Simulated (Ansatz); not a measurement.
Which YAML input does this script hand to the engine? (the Ansatz DFT code, driven from Python)

The script, `c4h6o2.py`:
```python
"""Single point of C4H6O2."""

import warnings

import ansatz as az
from ase import Atoms

warnings.simplefilter("ignore", az.DeckWarning)

atoms = Atoms(["C", "C", "C", "O", "C", "O", "H", "H", "H", "H", "H", "H"], positions=[
    [-0.3193, -2.3622, 0.4091],
    [-0.2192, -1.0371, 0.2717],
    [-0.0997, 0.2532, 0.1387],
    [-0.5359, 1.0512, 1.148],
    [0.6576, 0.9589, -0.9698],
    [0.3766, 2.3795, -0.9126],
    [0.3856, -2.909, 0.9443],
    [-1.1728, -2.8045, -0.0674],
    [-1.043, 0.4657, 1.8342],
    [1.7387, 0.834, -0.8228],
    [0.3382, 0.5879, -1.9105],
    [-0.0299, 2.527, -0.0288],
])
geometry = az.Crystal.molecule_from_ase(atoms)

calculation = geometry.calculation()
calculation = calculation.basis(gaussian="def2-SVPD").functional("cam_b3lyp")
trace = []
outcome = calculation.session().plan().execute(on_event=trace.append)
rep = outcome.report
for event in trace:
    if event["event"] == "mean_field_evaluation" and event["data"]["evaluation"] <= 25:
        print("pass {evaluation:3d}  E = {energy_ev:.6f} eV  gradient {gradient_ev:.1e}".format(**event["data"]))

print("reference energy %16.6f eV" % rep["reference_energy_ev"])
print("total energy     %16.6f eV" % rep["free_energy_ev"])
print("occupied orbitals outside the frozen core (up, down):", rep["n_occupied"], " frozen:", rep["n_frozen"], " virtual:", rep["n_virtual"])
```

`python c4h6o2.py` gives:
```text
pass   1  E = -8321.933230 eV  gradient 5.5e+01
pass   2  E = -8321.427763 eV  gradient 6.1e+01
pass   3  E = -8327.832405 eV  gradient 8.3e+00
pass   4  E = -8327.962002 eV  gradient 1.8e+00
pass   5  E = -8327.969232 eV  gradient 6.9e-01
pass   6  E = -8327.970040 eV  gradient 2.3e-01
pass   7  E = -8327.968319 eV  gradient 2.3e-01
pass   8  E = -8327.968433 eV  gradient 5.0e-02
pass   9  E = -8327.929400 eV  gradient 2.9e-01
pass  10  E = -8327.929585 eV  gradient 3.7e-02
pass  11  E = -8327.929589 eV  gradient 1.2e-02
pass  12  E = -8327.929589 eV  gradient 3.6e-03
pass  13  E = -8327.929590 eV  gradient 1.4e-03
pass  14  E = -8327.929590 eV  gradient 3.0e-04
pass  15  E = -8327.929590 eV  gradient 3.1e-04
pass  16  E = -8327.929590 eV  gradient 1.4e-04
pass  17  E = -8327.929590 eV  gradient 4.8e-05
pass  18  E = -8327.929590 eV  gradient 4.8e-05
reference energy     -8327.929729 eV
total energy         -8327.929729 eV
occupied orbitals outside the frozen core (up, down): [23, 23]  frozen: 0  virtual: [151, 151]
```

`input.yaml`:
```yaml
crystal:
  periodic: [false, false, false]
  atoms:
    - { symbol: C, position_ang: [-0.3193, -2.3622, 0.4091] }
    - { symbol: C, position_ang: [-0.2192, -1.0371, 0.2717] }
    - { symbol: C, position_ang: [-0.0997, 0.2532, 0.1387] }
    - { symbol: O, position_ang: [-0.5359, 1.0512, 1.148] }
    - { symbol: C, position_ang: [0.6576, 0.9589, -0.9698] }
    - { symbol: O, position_ang: [0.3766, 2.3795, -0.9126] }
    - { symbol: H, position_ang: [0.3856, -2.909, 0.9443] }
    - { symbol: H, position_ang: [-1.1728, -2.8045, -0.0674] }
    - { symbol: H, position_ang: [-1.043, 0.4657, 1.8342] }
    - { symbol: H, position_ang: [1.7387, 0.834, -0.8228] }
    - { symbol: H, position_ang: [0.3382, 0.5879, -1.9105] }
    - { symbol: H, position_ang: [-0.0299, 2.527, -0.0288] }
basis:
  gaussian: { orbitals: def2-SVPD }
hamiltonian:
  xc: cam_b3lyp
```

The program run on that file:
```console
$ ansatz run input.yaml --threads 1 --pin off --max-ram 4096MiB --backend cpu --events-out ev --progress --plain --runs-dir out
Engine: ansatz 0.2.0, aarch64-unknown-linux-gnu
Functional definition: CAM-B3LYP
  parameter alpha = 0.19
  parameter beta = 0.46
  parameter omega = 0.33/bohr
  parameter ac = 0.81
  exchange = (1 - alpha - beta)*b88_x + beta*b88_x_sr(omega) + alpha*exact_x + beta*exact_x_lr(omega)
  correlation = (1 - ac)*vwn5_c + ac*lyp_c
1430 factors; their error is unknown
567 factors; integrals over basis functions are off by at most 9.6e-6 eV
mean field evaluation 1: about -8321.9332 eV, gradient 5.5e1 eV
mean field evaluation 2: about -8321.4278 eV, gradient 6.1e1 eV
mean field evaluation 4: about -8327.9620 eV, gradient 1.8e0 eV
mean field evaluation 8: about -8327.9684 eV, gradient 5.0e-2 eV
mean field evaluation 16: about -8327.9296 eV, gradient 1.4e-4 eV
mean field -8327.92958952 eV, -306.0457675413 hartree, gradient 4.8e-5 eV, S^2 0.000000; 0 other end points of the search recorded, 0 dependent functions left out
reference -8327.92972929 eV, -306.0457726780 hartree; 23, 23 occupied and 151, 151 virtual orbitals, 1430 factors
Total energy: -8327.92972929 eV, -306.0457726780 hartree
```

Caveats:
- The settings weren't tested for convergence.
- The geometry is a force-field or estimated start, not a minimum of this method, and the basis set is short of its limit.
- Early passes use coarser integrals and grids, so their energies can't be compared with the last.
- Timing: 7.9 s on 1 thread of Arm Neoverse V1 (shared host), peak memory 0.45 GiB.

(A comment or docstring line of the script was reworded after the run, the code is as it ran; lines on the test bed's own set-up are left out of the output.)
